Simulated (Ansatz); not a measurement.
Born–Oppenheimer molecular dynamics of B2H6Si (9 atoms, charge 0, multiplicity 1). It starts from a relaxed structure.

The calculation used RKS B3LYP-D4/cc-pVDZ in Ansatz.

```
ensemble                      : NVE (Milne-controlled integrator)
time step                     : 0.5 fs
steps asked                   : 150
starting velocities drawn for : 500 K
seed                          : 252207
```

First frame:

```xyz
9
Properties=species:S:1:pos:R:3
B -0.992 0.482 -1.195
Si 0.676 0.496 -0.053
B 0.320 -1.013 1.244
H -1.060 -0.210 -2.179
H -1.964 1.119 -0.876
H 0.837 1.806 0.663
H 1.903 0.232 -0.874
H 0.631 -2.146 0.973
H -0.263 -0.813 2.280
```

How far do the bonds stretch over the last three quarters of this one trajectory? (Pairs bonded in most of those frames.)


```json
{"bond": "B1–Si2", "mean (Å)": "2.025", "spread (Å)": "0.034", "shortest": "1.97", "longest": "2.07"}
{"bond": "B1–H4", "mean (Å)": "1.206", "spread (Å)": "0.012", "shortest": "1.18", "longest": "1.23"}
{"bond": "B1–H5", "mean (Å)": "1.210", "spread (Å)": "0.028", "shortest": "1.16", "longest": "1.25"}
{"bond": "Si2–B3", "mean (Å)": "2.037", "spread (Å)": "0.042", "shortest": "1.98", "longest": "2.12"}
{"bond": "Si2–H6", "mean (Å)": "1.507", "spread (Å)": "0.005", "shortest": "1.50", "longest": "1.51"}
{"bond": "Si2–H7", "mean (Å)": "1.506", "spread (Å)": "0.005", "shortest": "1.50", "longest": "1.51"}
{"bond": "B3–H8", "mean (Å)": "1.212", "spread (Å)": "0.024", "shortest": "1.17", "longest": "1.25"}
{"bond": "B3–H9", "mean (Å)": "1.216", "spread (Å)": "0.037", "shortest": "1.15", "longest": "1.28"}
```

Mean temperature of the second half: 235 K. The conserved energy stayed within 0.007 meV per atom of its start (net change -0.0021 meV per atom), so the integration is sound. The temperature averaged 0.47 of the 500 K drawn at the start: a run that starts near a minimum puts about half its kinetic energy into the potential. A run of 0.075 ps of so small a system gives no equilibrium averages.

Time of the run: 4.3 min on 1 thread of Arm Neoverse V1 (shared host), peak memory 0.12 GiB.
